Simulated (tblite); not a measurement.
C2H2Cl2 (charge +1 and doublet state).
SMILES with atom numbers: `[CH2+:1][C:2]([Cl:3])[Cl:4]` (hydrogens: H5, H6 on C1)

Computed with GFN2-xTB (tblite), gas phase: L-BFGS steps from a force-field or distance-geometry start until the largest atomic force falls under 0.01 eV/Å.

Step 16: E = -376.5306 eV
```
atom  x, y, z in Å  |  force x, y, z in eV/Å
C1     -0.7764   -0.1393   -0.0069    0.110  -0.430  -0.123
C2      0.5715    0.0867    0.0168   -0.003  -0.012   0.008
Cl3     1.1391    1.6791   -0.0397    0.179   0.150   0.016
Cl4     1.7122   -1.1672    0.0900   -0.110   0.036   0.001
H5     -1.4593    0.6909   -0.0635   -0.213   0.113   0.032
H6     -1.1839   -1.1482   -0.0184    0.036   0.143   0.066
```

Step 17: E = -376.5343 eV
```
atom  x, y, z in Å  |  force x, y, z in eV/Å
C1     -0.7749   -0.1418   -0.0100    0.085  -0.152  -0.113
C2      0.5719    0.0877    0.0123    0.010   0.027   0.030
Cl3     1.1445    1.6817   -0.0263    0.136   0.090  -0.001
Cl4     1.7095   -1.1674    0.0808   -0.077   0.017   0.002
H5     -1.4645    0.6853   -0.0794   -0.141   0.073   0.040
H6     -1.1833   -1.1435    0.0008   -0.013  -0.055   0.041
```

Step 18: E = -376.5362 eV
```
atom  x, y, z in Å  |  force x, y, z in eV/Å
C1     -0.7734   -0.1444   -0.0142   -0.011   0.069  -0.092
C2      0.5728    0.0886    0.0084    0.012   0.069   0.043
Cl3     1.1503    1.6857   -0.0202    0.083  -0.005  -0.011
Cl4     1.7076   -1.1682    0.0785   -0.060   0.022  -0.002
H5     -1.4707    0.6836   -0.0839   -0.014  -0.048   0.040
H6     -1.1835   -1.1434    0.0097   -0.010  -0.107   0.022
```

Step 19: E = -376.5371 eV
```
atom  x, y, z in Å  |  force x, y, z in eV/Å
C1     -0.7729   -0.1446   -0.0175   -0.021   0.059  -0.058
C2      0.5733    0.0907    0.0077   -0.009   0.081   0.034
Cl3     1.1555    1.6882   -0.0145    0.049  -0.049  -0.015
Cl4     1.7047   -1.1682    0.0741   -0.039   0.015   0.003
H5     -1.4735    0.6804   -0.0903   -0.003  -0.040   0.035
H6     -1.1839   -1.1446    0.0188    0.022  -0.065   0.002
```

Task: Estimate the geometry and energy of step 20. (The exact step hangs on the optimiser's Hessian estimate; all steps are aligned on step 19, rigid shifts and turns removed.)

Result: E = -376.5378 eV, largest force 0.072 eV/Å
```
atom  x, y, z in Å  |  force x, y, z in eV/Å
C1     -0.7729   -0.1443   -0.0224   -0.049   0.042   0.000
C2      0.5734    0.0927    0.0078   -0.026   0.066   0.012
Cl3     1.1596    1.6886   -0.0155    0.033  -0.054  -0.012
Cl4     1.7031   -1.1679    0.0760   -0.034   0.013   0.003
H5     -1.4771    0.6797   -0.0861    0.027  -0.063   0.015
H6     -1.1830   -1.1468    0.0184    0.050  -0.004  -0.017
```

The energy changes by -0.0007 eV. The first-order estimate −F·Δx gives -0.0011 eV and the mean of the old and new forces, exact on a quadratic surface, -0.0007 eV. The step makes an angle of 48° with the force vector and moves no atom by more than 0.006 Å.

What follows is the cost of the whole relaxation. The run took 0.12 s of wall time on an Arm Neoverse V1 with one thread, on a shared host.
